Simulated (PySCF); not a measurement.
Molecule: SMILES CC(=S)N(C)C, C4H9NS.

Molfile (atoms numbered from 1):
```
C4H9NS
     RDKit          3D

 15 14  0  0  0  0  0  0  0  0999 V2000
    1.8015   -0.3050   -0.3299 C   0  0  0  0  0  0  0  0  0  0  0  0
    0.6398    0.4774   -0.8827 C   0  0  0  0  0  0  0  0  0  0  0  0
    0.9092    1.7100   -1.9613 S   0  0  0  0  0  0  0  0  0  0  0  0
   -0.5823    0.1061   -0.4369 N   0  0  0  0  0  0  0  0  0  0  0  0
   -1.7918    0.7356   -0.9167 C   0  0  0  0  0  0  0  0  0  0  0  0
   -0.7645   -0.9991    0.4803 C   0  0  0  0  0  0  0  0  0  0  0  0
    2.7210    0.0373   -0.8138 H   0  0  0  0  0  0  0  0  0  0  0  0
    1.6841   -1.3872   -0.5022 H   0  0  0  0  0  0  0  0  0  0  0  0
    1.8995   -0.1532    0.7580 H   0  0  0  0  0  0  0  0  0  0  0  0
   -2.4453   -0.0073   -1.4036 H   0  0  0  0  0  0  0  0  0  0  0  0
   -1.5137    1.5103   -1.6422 H   0  0  0  0  0  0  0  0  0  0  0  0
   -2.3442    1.1968   -0.0814 H   0  0  0  0  0  0  0  0  0  0  0  0
   -1.7855   -0.9627    0.8812 H   0  0  0  0  0  0  0  0  0  0  0  0
   -0.6295   -1.9781   -0.0124 H   0  0  0  0  0  0  0  0  0  0  0  0
   -0.0715   -0.9435    1.3312 H   0  0  0  0  0  0  0  0  0  0  0  0
  1  2  1  0
  2  3  2  0
  2  4  1  0
  4  5  1  0
  4  6  1  0
  1  7  1  0
  1  8  1  0
  1  9  1  0
  5 10  1  0
  5 11  1  0
  5 12  1  0
  6 13  1  0
  6 14  1  0
  6 15  1  0
M  END
```

Geometry PBE0-D3(BJ)/def2-SVP throughout; GIAO in PySCF, gas phase, one conformer, non-relativistic; equivalent atoms averaged; functional PBE0.

Task: How do the shifts δ (against TMS, CS2, NH3 at the same level) depend on the basis set? (ppm; last column core-seconds on shared hosts with different chips, so compare them loosely)

Result: 
```tsv
basis set	functions	C2	C6	C5	C1	S3	N4	H10/H11/H12	H13/H14/H15	H7/H8/H9	core-s
STO-3G	43	146.1	38.2	37.9	29.4	605.2	67.1	2.59	2.24	1.80	6
6-31G	76	197.8	38.9	40.0	33.7	299.5	132.3	3.61	3.20	2.68	12
6-31G*	106	193.7	38.1	39.6	32.4	307.2	131.0	3.35	2.95	2.39	17
def2-SVP	133	198.6	37.4	39.1	31.6	336.1	140.4	3.37	2.82	2.35	20
pcSseg-1	154	207.7	39.4	42.1	34.3	336.2	156.3	3.54	2.96	2.46	14
6-311+G(2d,p)	224	206.1	38.4	40.8	33.6	337.8	151.5	3.67	3.08	2.59	46
def2-TZVP	246	209.1	39.2	41.9	34.5	349.2	155.1	3.65	3.09	2.61	53
```

Task: Which nucleus moves most, in ppm?

Result: S3 (thione sulfur): from 299.5 ppm with 6-31G to 605.2 ppm with STO-3G. The smallest spread is 0.87 ppm, at H7/H8/H9. Proton shifts span only some 12 ppm, so a few tenths of a ppm matter as much there as several ppm in carbon.

Task: Taking the largest basis, def2-TZVP (246 functions), as the yardstick, rank the others by their worst heavy-atom deviation.

Result: 6-311+G(2d,p) 11.4 ppm (224 functions), pcSseg-1 13.0 ppm (154 functions), def2-SVP 14.7 ppm (133 functions), 6-31G* 42.1 ppm (106 functions), 6-31G 49.8 ppm (76 functions), STO-3G 255.9 ppm (43 functions).

A small basis that lands close on one nucleus may do so by chance; judge by the trend and by all nuclei.
